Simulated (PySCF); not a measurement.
Molecule: 1,3-dioxane (C1COCOC1, C4H8O2).

Geometry (Å), atoms numbered from 1 in this order:
```xyz
14

C    -1.1288    0.2868   -0.3867
C     0.0070    1.2853   -0.1552
O     1.2400    0.7398   -0.5855
C     1.5088   -0.4689    0.0557
O     0.5445   -1.4486   -0.1774
C    -0.7295   -1.0322    0.2774
H    -1.2501    0.1253   -1.4585
H    -2.0620    0.6612    0.0317
H    -0.1342    2.2004   -0.7317
H     0.0699    1.5375    0.9161
H     1.6088   -0.2970    1.1500
H     2.4490   -0.8439   -0.3535
H    -1.4182   -1.8392    0.0231
H    -0.7058   -0.9069    1.3724
```

Frames of a GFN2-xTB Langevin trajectory at 400 K; GIAO PBE0/pcSseg-1 shieldings in PySCF 2.14, gas phase, non-relativistic; equivalent atoms averaged within each frame.

Scale: $^{13}$C (σ = 186.93 ppm), $^{1}$H (σ = 31.72 ppm) against TMS; H2O for $^{17}$O (σ = 336.08 ppm) (reference shieldings calculated alike). The references are static minima.

How do the shifts (ppm) fluctuate along the trajectory?

## Answers


```tsv
time (fs)	C4	C2/C6	C1	O3/O5	H11/H12	H9/H10/H13/H14	H7/H8
optimised geometry	97.8	70.0	30.2	77.4	5.02	3.95	1.52
250	96.5	76.0	35.4	87.1	5.40	4.62	2.79
425	101.8	76.3	31.3	93.5	4.90	4.35	1.55
625	100.0	65.8	28.0	81.2	5.56	4.15	1.51
800	101.9	68.6	30.3	85.8	5.45	3.24	1.06
1000	102.0	76.9	33.4	85.1	5.52	4.79	1.54
mean of frames	100.4	72.7	31.7	86.5	5.36	4.23	1.69
standard deviation	2.3	5.1	2.8	4.4	0.27	0.61	0.65
```

5 frames give an uncertainty of the mean of about the standard deviation over 2.2 at best, since frames this close in time may not be independent; classical motion lacks zero-point vibration, and the reference would need the same averaging.
